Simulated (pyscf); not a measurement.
Optimised with ωB97X-D3(BJ)/def2-SVP in PySCF.

Estimate by transition-state theory the rate constant of H₃C–I + H• → •H₂C–I + H₂ (doublet surface; C–H broken, H–H formed) at 600 K, with ωB97M-D3(BJ)/def2-TZVP energies (ideal gas, 1 atm, RRHO with modes under 100 cm⁻¹ raised to 100, one conformer, R ln 2 for chiral ones without a mode under 150 cm⁻¹; no tunnelling).

The electronic barrier is 12.4 kcal/mol and the thermal terms add +9.9, so ΔG‡ = 22.3 kcal/mol. With k_BT/h = 1.25e+13 s⁻¹ and RT = 1.192 kcal/mol, and a volume of 8.18e-20 cm³ per molecule at 1 atm, k = 7.4e-15 cm³ molecule⁻¹ s⁻¹. Wigner's tunnelling factor for 1483i cm⁻¹ would be 1.53, likely too low at so high a frequency. A shift of 1 kcal/mol in the barrier changes k by a factor 2.3. One saddle was located; it need not be the lowest between these sides. The angle at the transferred H is 177°. Elements past Kr carry the def2 core potentials, without spin-orbit coupling.
